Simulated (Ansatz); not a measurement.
Cost and result for the atomization energy of C₂H₆B, SMILES `C[B]C` radical (9 atoms, 8 bonds).

```
atom    x (Å)    y (Å)    z (Å)
  C1   1.3551  -0.1051  -0.3415
  B2   0.1086   0.6757   0.1302
  C3  -1.3222   0.1726   0.4240
  H4   1.3757  -1.1515  -0.0103
  H5   2.3079   0.3706  -0.1018
  H6   1.2936  -0.1229  -1.4408
  H7  -1.3736  -0.8800   0.7313
  H8  -1.8765   0.7861   1.1372
  H9  -1.8684   0.2544  -0.5283
```

Total charge 0; spin multiplicity 2. The structure was optimised at the PBE0-D4/def2-TZVP level. Program: Ansatz. Hardware: A = 2 threads of a server CPU on a shared host; B = 2 threads of an AMD EPYC 7R13 on a shared host and a share of an NVIDIA H100 80 GB. Times are those of one run each, without the atoms' runs, and a repeat can differ threefold. Electronic energies, without spin–orbit coupling; frozen cores. CCSD(T)/CBS extrapolates def2-TZVPP and def2-QZVPP, and its time is that of the two runs behind it. T1 = 0.012; ⟨S²⟩ of the reference is 0.75. HSE06 is the plane-wave form, built on full-range PBE exchange.

CCSD(T)/CBS is a level of theory with its own doubt, some kJ/mol a heavy atom from the limit and from the frozen cores, so smaller differences don't rank the functionals.

| level | functions | wall time | atomization (kcal/mol) | difference from CCSD(T)/CBS | per bond |
| --- | --- | --- | --- | --- | --- |
| LDA (SPW92)/def2-TZVPP [A] | 177 | 1.8 s | 888.2 | 104.2 | 13.0 |
| BLYP-D4/def2-TZVPP [A] | 177 | 2.9 s | 787.1 | 3.1 | 0.4 |
| PBE-D4/def2-TZVPP (with forces) [A] | 177 | 3.3 s | 803.4 | 19.4 | 2.4 |
| BHLYP-D4/def2-TZVPP [A] | 177 | 3.6 s | 778.2 | -5.8 | -0.7 |
| HSE06-D4/def2-TZVPP [A] | 177 | 3.7 s | 797.0 | 13.0 | 1.6 |
| PBE0-D4/def2-TZVPP [A] | 177 | 3.9 s | 796.5 | 12.5 | 1.6 |
| CAM-B3LYP-D4/def2-TZVPP [A] | 177 | 4.5 s | 795.1 | 11.1 | 1.4 |
| CCSD(T)/def2-SVP [A] | 72 | 5.5 s | 756.5 | -27.5 | -3.4 |
| PBE-QIDH/def2-TZVPP [A] | 177 | 6.5 s | 789.4 | 5.4 | 0.7 |
| ωB97X-V/def2-TZVPP [A] | 177 | 9.5 s | 788.3 | 4.3 | 0.5 |
| CCSD(T)/def2-TZVPP [B] | 177 | 11 s | 769.2 | -14.8 | -1.9 |
| CCSD(T)/def2-QZVPP [B] | 351 | 21 s | 777.9 | -6.1 | -0.8 |
| CCSD(T)/CBS(def2) | – | 32 s | 784.0 | 0.0 | 0.0 |

From BLYP to BHLYP (50 % exact exchange), in def2-TZVPP and without D4, the atomization energy moves by −5.8 kcal/mol: exact exchange takes away binding that semilocal exchange gives to molecules. At CCSD(T), def2-SVP lies −27.4 kcal/mol from the extrapolated value and def2-TZVPP −14.8 kcal/mol: correlation converges slowly with the basis, and small sets miss more of it in the bonded molecule than in its fragments. Leaving LDA and LC-ωPBE aside and taking each functional with its dispersion term where it has one, the values spread over 25.2 kcal/mol, from BHLYP-D4 to PBE-D4. LDA lies +87.3 kcal/mol from PBE without D4, its usual overbinding.
